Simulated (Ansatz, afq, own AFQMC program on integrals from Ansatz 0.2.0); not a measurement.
**BeBH3⁺, doublet in cc-pVDZ, levels against CCSDT(Q)**

```yaml
atoms:
  - { symbol: B, position_ang: [0.0000, 0.0000, 0.8223] }
  - { symbol: Be, position_ang: [0.0000, 0.0000, -1.0509] }
  - { symbol: H, position_ang: [0.0000, 1.0032, 1.4842] }
  - { symbol: H, position_ang: [0.0000, -1.0032, 1.4842] }
  - { symbol: H, position_ang: [0.0000, 0.0000, -2.3921] }
```

Connectivity, by distances: BH2–BeH.

Basis cc-pVDZ. Only valence electrons are correlated. Ansatz 0.2.0 and our own AFQMC program on the same integrals; the CISD trial comes from CCSD amplitudes, and released means the phaseless constraint is let go. ± is one standard error of the sampling.

Determinant: UHF, the one that the program's search chose, which needn't be the lowest solution. The geometry is a PBE0/def2-TZVP stationary point of this or a neighbouring charge and spin state.

No full CI on the walks' own integrals is used here; CCSDT(Q) serves as the reference and is uncertain by about the last step of the cluster series.

Cautions: the ph-AFQMC/CISD walk drifts between its halves (2.3 errors).

The T1 diagnostic is 0.0279 and the weight of the determinant in the CISD state is 0.914. The ⟨S²⟩ of the determinant is 0.760. The size of the correlated space is 7 electrons in 41 orbitals.

Reference: CCSDT(Q), correlation energy -3.525 eV. The released energy is read at 2.40 1/Eh (meV from the phaseless value at times in 1/Eh: 3 ± 6 at 0.24, -6 ± 6 at 0.51, -22 ± 5 at 0.99, -17 ± 8 at 1.62, -29 ± 10 at 2.40).

| level | E − E(reference) (kJ/mol) | share of correlation (%) |
| --- | --- | --- |
| HF | 340.1 | 0.00 |
| MP2 | 89.3 | 73.75 |
| CCSD | 7.3 | 97.85 |
| CCSD(T) | 2.0 | 99.43 |
| CCSDT | 0.1 | 99.96 |
| ph-AFQMC/HF | -2.6 ± 3.1 | 100.76 |
| ph-AFQMC/CISD | 0.9 ± 0.5 | 99.75 |
| released AFQMC | -1.9 ± 1.0 | 100.57 |

A walk keeps the symmetry of its determinant, which the program's search chose and which needn't be the lowest solution, so a lower state of the same spin and another symmetry isn't excluded. Released energies are given only where the last usable release times agree within the noise; a slower fall can still hide under it.
